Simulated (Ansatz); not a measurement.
C₃H₅NO (`C=C1NCO1`). Charge 0, multiplicity 1.

```xyz
10

C     0.6413    0.6715    1.5629
C     0.0939    0.2799    0.4239
N     0.5623   -0.0665   -0.8559
C    -0.8133   -0.4460   -1.1547
O    -1.2308    0.0842    0.1096
H     0.0186    0.8697    2.4225
H     1.7106    0.8064    1.6309
H     1.2867   -0.7668   -0.9191
H    -1.2675    0.0906   -1.9915
H    -1.0018   -1.5229   -1.2285
```

Question: What are the harmonic wavenumbers in cm⁻¹ at PBE0-D4/def2-TZVP (Ansatz, finite differences of forces, unscaled)? (An estimate is asked.)

Answer: The calculation gave: 205, 385, 554, 659, 706, 746, 811, 910, 1016, 1041, 1065, 1130, 1147, 1235, 1331, 1405, 1417, 1536, 1786, 3037, 3100, 3202, 3299, 3605.

Question: Is this a minimum?

Answer: Yes, all 24 modes are real.

Question: Give the ideal-gas thermochemistry at 298.15 K and 1 bar (rigid rotor, harmonic oscillator; point group C1, symmetry number 1).

Answer: Zero-point energy 211.3 kJ/mol; H(298) − E = 225.7 kJ/mol; entropy 287.3 J/(mol·K), of which translation 162.0, rotation 102.9, vibration 22.4; G(298) − E = 140.1 kJ/mol.
